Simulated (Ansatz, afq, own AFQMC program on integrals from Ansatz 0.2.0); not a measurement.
SiN, doublet → SiN⁺, singlet

| atom | x (Å) | y (Å) | z (Å) |
| --- | --- | --- | --- |
| Si | 0.0000 | 0.0000 | 0.0000 |
| N | 0.0000 | 0.0000 | 1.5638 |

E(singlet, charge +1) − E(doublet, charge +0) at this geometry, on ROHF and RHF determinants.

Basis 6-31G. Only valence electrons are correlated. Integrals, coupled cluster, full CI and functionals: Ansatz 0.2.0; the random walks run on the same integrals in our own AFQMC program. The CISD trial takes its coefficients from CCSD amplitudes. Released means that phaseless walkers are propagated on without the constraint, phases kept. Error bars are statistical, one sigma. The errors of all members are added in quadrature.

Full CI on the same integrals is exact in this basis and with this determinant's frozen core.

Errors are counted within 6-31G, not against nature.

Cautions: SiN (doublet): a spin-contaminated unrestricted determinant lies lower (UHF 502 meV lower, ⟨S²⟩ 1.30), the search met a lower determinant of the same kind, perhaps of another symmetry (30 meV lower), and this one is a saddle point, strong correlation (T1 0.078, weight of the determinant 0.79, largest double 0.11), the released energies are still falling, so no released level is given (meV from the phaseless value at times in 1/Eh: -17 ± 4 at 0.24, -30 ± 5 at 0.51, -40 ± 4 at 0.99, -42 ± 7 at 1.62, -54 ± 10 at 2.40), its ph-AFQMC/CISD value lies 75 ± 4 meV above full CI; SiN⁺ (singlet): another spin lies lower, restricted determinant unstable towards unrestricted (UHF 2.20 eV lower, ⟨S²⟩ 1.18), the search met a lower determinant of the same kind, perhaps of another symmetry (261 meV lower), and this one is a saddle point, strong correlation (T1 0.119, weight of the determinant 0.65, largest double 0.24), (T) is large, 9 % of the CCSD correlation, (Q) is large, 117 meV, so the cluster series hasn't closed, the released energies are still falling, so no released level is given (meV from the phaseless value at times in 1/Eh: -26 ± 6 at 0.24, -51 ± 5 at 0.51, -77 ± 4 at 0.99, -111 ± 5 at 1.62, -129 ± 4 at 2.40), CCSDTQ on the UHF determinant differs (171 meV lower), perhaps since the unrestricted series falls towards higher spin, its ph-AFQMC/CISD value lies 200 ± 6 meV above full CI; this isn't the first ionization.

```tsv
level	vertical ionization energy (eV)
CCSD	10.504
MP2	11.329
```

(1) From these cheaper values, estimate the vertical ionization energy at the reference level in 6-31G.

(1) 10.330 eV (full CI in 6-31G).

```csv
level,vertical ionization energy (eV),error against FCI (eV)
HF,11.500,1.170
CCSD(T),10.223,-0.107
CCSDT,10.330,0.000
CCSDT(Q),10.260,-0.070
CCSDTQ,10.331,0.001
ph-AFQMC/HF,10.679 ± 0.049,0.349 ± 0.049
ph-AFQMC/CISD,10.455 ± 0.007,0.125 ± 0.007
```

Correlation beyond CCSD(T) adds 0.107 eV. The perturbative (T) step is worth −0.281 eV. Where the cautions show a poor determinant, the low rows tell how each method copes with it, not its usual error.

CCSDT and higher add their correlation energy to the determinant of the CCSD(T) run, since their own runs factorise the integrals more tightly (a shift of under 2 meV). A walk keeps the symmetry of its determinant, which the program's search chose and which needn't be the lowest solution, so a lower state of the same spin and another symmetry isn't excluded.
